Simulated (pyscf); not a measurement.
F–SiH₂–O–SiH₂• + H₂ → F–SiH₂–O–SiH₃ + H• (hydrogen abstraction; doublet surface; H–H broken, H–Si formed). Structures and frequencies: ωB97X-D3(BJ)/def2-SVP in PySCF. Energies in kcal/mol from the separated reactants.

```csv
level,barrier,reaction energy
ωB97X-D3(BJ)/def2-TZVP,15.1,+10.0
PBE/def2-TZVP,13.7,+13.7
r²SCAN/def2-TZVP,13.8,+14.4
PBE0-D3(BJ)/def2-TZVP,13.6,+11.6
M06-2X/def2-TZVP,?,?
ωB97M-D3(BJ)/def2-TZVP,?,+10.1
```

Question: Fill in the missing entries.

Answer: 
- M06-2X/def2-TZVP, barrier: 18.6
- M06-2X/def2-TZVP, reaction energy: +12.6
- ωB97M-D3(BJ)/def2-TZVP, barrier: 15.3

At r²SCAN this geometry lies under the product side: in single points on another level's saddle the reverse barrier vanishes, and the forward threshold there is about the reaction energy. This is the saddle that the search found; another between the same sides may lie lower. The angle at the transferred H is 176°.
